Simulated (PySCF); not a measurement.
A geometry optimisation on butane (`CCCC`).

Computed with PBE0-D3(BJ)/def2-SVP geometry optimisation, gas phase (PySCF 2.14.0). Start geometry: GFN2-xTB. The input is one job of a driver script: a line of settings, then coordinates in Å.

Input:
```
{"job": {"xc": "PBE0", "basis": "def2-SVP", "d3": "d3bj", "grid": 1, "kind": "geom"}, "charge": 0, "multiplicity": 1}
C      1.872704    -0.514734     0.361074
C      0.439811    -0.063555     0.616794
C     -0.439890    -0.222313    -0.621174
C     -1.872635     0.228760    -0.364117
H      2.322184     0.073028    -0.436782
H      2.477031    -0.395597     1.257579
H      1.896533    -1.562333     0.068008
H      0.440099     0.984423     0.926089
H      0.015980    -0.650733     1.435049
H     -0.440774    -1.270935    -0.928233
H     -0.016234     0.362635    -1.441127
H     -1.897244     1.276866    -0.072934
H     -2.479496     0.107143    -1.258627
H     -2.318747    -0.358106     0.436236
```

Output:
```
step   0  E = -158.14519147  max force = 0.014880
step   1  E = -158.14668585  max force = 0.002425
step   2  E = -158.14670862  max force = 0.000297
step   3  E = -158.14670926  max force = 0.000086
optimisation converged
```

Energies in Eh; «max force» is the largest Cartesian gradient component in Eh/bohr.

Question: Give the first gradient maximum in eV/Å.

Answer: With 1 Eh/bohr = 51.422 eV/Å, 0.765 eV/Å.

Question: How much energy does the optimisation release, in kcal/mol?

Answer: E(step 0) − E(last step) = 0.001518 Eh, which is 1.0 kcal/mol.

Main results: final energy -158.14671 Eh after 3 steps; dipole 0.00 D.

Question: Where do the atoms end?

Answer: 0.022 Å rms from the input after alignment:
```
atom  x, y, z in Å
C1     1.8855   -0.5178    0.3700
C2     0.4524   -0.0722    0.6114
C3    -0.4446   -0.2193   -0.6110
C4    -1.8776    0.2266   -0.3696
H5     2.3557    0.0679   -0.4365
H6     2.5066   -0.4000    1.2710
H7     1.9297   -1.5780    0.0724
H8     0.4417    0.9819    0.9421
H9     0.0194   -0.6493    1.4482
H10   -0.4342   -1.2735   -0.9415
H11   -0.0116    0.3575   -1.4479
H12   -1.9218    1.2873   -0.0735
H13   -2.4992    0.1075   -1.2701
H14   -2.3474   -0.3580    0.4380
```

Question: How long does this job take on AMD EPYC 9R45, one thread, on a shared host? And the peak memory of the process?

Answer: About 5.7 s, with 0.49 GiB resident at the peak, the Python interpreter and its libraries included.
Labels such as C1 count atoms from 1, the log's own numbers from 0.
